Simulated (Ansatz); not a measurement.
Molecule (SMILES): S (H2S).
Atoms: S1, H2, H3. Bonds: S1-H2, S1-H3.

Basis-set convergence of the highest harmonic wavenumber at PBE with Ansatz (a quantum-chemistry and plane-wave program). Each level at its own minimum, finite differences of forces, unscaled; the reference is a large set that could be run, not a limit. Cartesian d functions, on some or all atoms, in 6-31G*, 6-31+G*, 6-311G**, 6-311+G**; all else is spherical. The program fits the integrals of some runs and decomposes those of others, by size. No added dispersion term, no relativity. Reference: the value in pcseg-3, 2646 cm⁻¹, itself unsure by roughly 2 cm⁻¹ (its mean distance from def2-QZVPP, cc-pV(Q+d)Z, aug-pcseg-2). Deviations are taken from unrounded values.

| basis | functions | highest harmonic wavenumber (cm⁻¹) |
|---|---|---|
| 6-31G* | 23 | 2655 |
| 6-31+G* | 27 | 2652 |
| def2-SVP | 28 | 2650 |
| def2-SVPD | 43 | 2652 |
| pcseg-1 | 28 | 2656 |
| aug-pcseg-1 | 45 | 2651 |
| cc-pV(D+d)Z | 33 | 2649 |
| aug-cc-pV(D+d)Z | 50 | 2642 |
| 6-311G** | 39 | 2636 |
| 6-311+G** | 43 | 2637 |
| def2-TZVP | 49 | 2646 |
| def2-TZVPD | 64 | 2644 |
| pcseg-2 | 62 | 2641 |
| aug-pcseg-2 | 96 | 2642 |
| cc-pV(T+d)Z | 67 | 2648 |
| aug-cc-pV(T+d)Z | 101 | 2647 |
| def2-TZVPP | 70 | 2647 |
| def2-TZVPPD | 85 | 2647 |

What the diffuse functions change, pair by pair:
- 6-31G* to 6-31+G*: 4 more functions, deviation 8 to 6 cm⁻¹
- def2-SVP to def2-SVPD: 15 more functions, deviation 4 to 6 cm⁻¹
- pcseg-1 to aug-pcseg-1: 17 more functions, deviation 9 to 5 cm⁻¹
- cc-pV(D+d)Z to aug-cc-pV(D+d)Z: 17 more functions, deviation 3 to -4 cm⁻¹
- 6-311G** to 6-311+G**: 4 more functions, deviation -10 to -9 cm⁻¹
- def2-TZVP to def2-TZVPD: 15 more functions, deviation 0 to -2 cm⁻¹
- pcseg-2 to aug-pcseg-2: 34 more functions, deviation -5 to -5 cm⁻¹
- cc-pV(T+d)Z to aug-cc-pV(T+d)Z: 34 more functions, deviation 1 to 1 cm⁻¹
- def2-TZVPP to def2-TZVPPD: 15 more functions, deviation 1 to 1 cm⁻¹

They bring the value nearer the reference by more than 2 cm⁻¹ in 2 of 9 pairs.
